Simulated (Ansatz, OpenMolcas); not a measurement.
## Worked example: the enthalpy of formation of C4H4O (furan)

C4H4O: 9 atoms, total charge 0, spin state singlet. SMILES: `c1ccoc1`. The shape is that of a PBE0-D4/def2-TZVP optimisation.

| atom | x (Å) | y (Å) | z (Å) |
| --- | --- | --- | --- |
| C | 0.2811 | 0.9774 | -0.0840 |
| C | 0.8176 | -0.2488 | -0.5796 |
| C | -0.0005 | -1.2248 | -0.1226 |
| O | -1.0010 | -0.6974 | 0.6164 |
| C | -0.8173 | 0.6411 | 0.6309 |
| H | 0.6636 | 1.9731 | -0.2409 |
| H | 1.6943 | -0.3823 | -1.1928 |
| H | -0.0066 | -2.2966 | -0.2307 |
| H | -1.5426 | 1.2120 | 1.1863 |

Total energies at PBE0/def2-SVP (OpenMolcas 26.06); the atoms run unrestricted:

```
species    state  energy (Eh)
  C4H4O  singlet  -229.592771
      C  triplet   -37.760664
      O  triplet   -74.924897
      H  doublet    -0.500291
```

Harmonic wavenumbers at PBE/def2-SVP, in cm⁻¹: 598, 618, 707, 729, 818, 857, 859, 863, 985, 1026, 1080, 1137, 1197, 1235, 1392, 1480, 1558, 3184, 3194, 3213, 3219.

Measured heats of formation of the gaseous atoms at 298.15 K, in kJ/mol: C 716.9, O 249.2, H 218.0. Spin-orbit lowering of the atoms at 298 K (mean of the ground term's levels less their thermal mean, from spectra), in kJ/mol: C 0.02, O 0.40. Take 1 Eh = 2625.50 kJ/mol, 1 cm⁻¹ = 0.0119627 kJ/mol, RT = 2.479 kJ/mol.

Q: Work out the heat of formation of the gas at 298 K.

A: 
1. Electronic atomisation energy: 4 × (-37.760664) + (-74.924897) + 4 × (-0.500291) − (-229.592771) = 1.624054 Eh = 4264.0 kJ/mol.
2. Zero-point energy: half the sum of the wavenumbers, 14974.5 cm⁻¹ = 179.1 kJ/mol.
3. Thermal vibrational enthalpy, Σ hcν̃/(exp(hcν̃/kT) − 1): 2.5 kJ/mol. Translation, rotation and pV of a non-linear molecule: 4 RT = 9.9 kJ/mol.
4. The 9 free atoms carry 5/2 RT each: 55.8 kJ/mol.
5. Spin-orbit coupling lowers the free atoms by 4 × 0.02 + 0.40 = 0.5 kJ/mol.
6. Atomisation enthalpy at 298 K: 4264.0 − 0.5 − 179.1 − 2.5 − 9.9 + 55.8 = 4127.8 kJ/mol.
7. Sum of the atoms' heats of formation: 3988.8 kJ/mol. Heat of formation: 3988.8 − 4127.8 = -139.0 kJ/mol.

The tabulated value is -34.8 kJ/mol (CRC Handbook of Chemistry and Physics), so this level is off by -104.2 kJ/mol, or 2.6 % of the atomisation enthalpy. Anharmonicity and any spin-orbit splitting of the molecule are left out.
